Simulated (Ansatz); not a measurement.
Cost and result for the atomization energy of C4H4F2, SMILES `F/C=C/C=C/F` (10 atoms, 9 bonds).

```
atom   x (Å)   y (Å)   z (Å)
  F1   2.048   1.492   1.568
  C2   1.410   0.432   1.066
  C3   0.352   0.566   0.277
  C4  -0.352  -0.566  -0.277
  C5  -1.410  -0.432  -1.066
  F6  -2.048  -1.492  -1.568
  H7   1.853  -0.507   1.376
  H8   0.006   1.568   0.041
  H9  -0.007  -1.568  -0.041
 H10  -1.853   0.507  -1.376
```

The species carries charge 0 and has multiplicity 1. The structure was optimised at the PBE0-D4/def2-TZVP level. It is one conformer, not always the lowest. Program: Ansatz. All runs use 4 threads of an Intel Xeon 6975P-C on a shared host. Times are those of one run each, without the atoms' runs, and a repeat can differ threefold. Electronic energies, without spin–orbit coupling; frozen cores. CCSD(T)/CBS adds CCSD(T) − MP2 in def2-TZVPP to the MP2 limit, and its time is that of the two runs behind it. T1 = 0.013; the RHF reference is unstable towards UHF.

CCSD(T)/CBS is a level of theory with its own doubt, some kJ/mol a heavy atom from the limit and from the frozen cores, so smaller differences don't rank the functionals.

| level | functions | wall time | atomization (kJ/mol) | difference from CCSD(T)/CBS | per bond |
| --- | --- | --- | --- | --- | --- |
| LDA (SPW92)/def2-TZVPP | 242 | 0.6 s | 5065.2 | 773.3 | 85.9 |
| revPBE-D4/def2-TZVPP | 242 | 0.85 s | 4350.0 | 58.1 | 6.5 |
| BHLYP-D4/def2-TZVPP | 242 | 1.2 s | 4129.7 | -162.2 | -18.0 |
| CAM-B3LYP-D4/def2-TZVPP | 242 | 1.4 s | 4329.6 | 37.7 | 4.2 |
| r2SCANh-D4/def2-TZVPP | 242 | 1.8 s | 4294.9 | 3.0 | 0.3 |
| B2PLYP/def2-TZVPP | 242 | 2.5 s | 4271.0 | -20.9 | -2.3 |
| B97M-V/def2-TZVPP | 242 | 2.6 s | 4318.6 | 26.7 | 3.0 |
| ωB97X-V/def2-TZVPP | 242 | 2.8 s | 4301.2 | 9.3 | 1.0 |
| CCSD(T)/def2-SVP | 104 | 3.3 s | 4118.5 | -173.4 | -19.3 |
| ωB97M-V/def2-TZVPP (with forces) | 242 | 3.9 s | 4314.6 | 22.7 | 2.5 |
| MP2/def2-QZVPP | 462 | 12 s | 4371.7 | 79.8 | 8.9 |
| CCSD(T)/def2-TZVPP | 242 | 44 s | 4184.5 | -107.4 | -11.9 |
| CCSD(T)/CBS(def2) | – | 55 s | 4291.9 | 0.0 | 0.0 |

In def2-TZVPP, CCSD(T) changes the Hartree–Fock value by +1095.3 kJ/mol (the triples alone add +83.4 kJ/mol) and MP2 by +1219.0 kJ/mol; breaking electron pairs costs correlation energy, which Hartree–Fock lacks. Leaving LDA and LC-ωPBE aside and taking each functional with its dispersion term where it has one, the values, not all of them listed here, spread over 357.7 kJ/mol, from BHLYP-D4 to PBE-D4. LDA lies +594.1 kJ/mol from PBE without D4, its usual overbinding. At CCSD(T), def2-SVP lies −173.4 kJ/mol from the extrapolated value and def2-TZVPP −107.4 kJ/mol: correlation converges slowly with the basis, and small sets miss more of it in the bonded molecule than in its fragments.
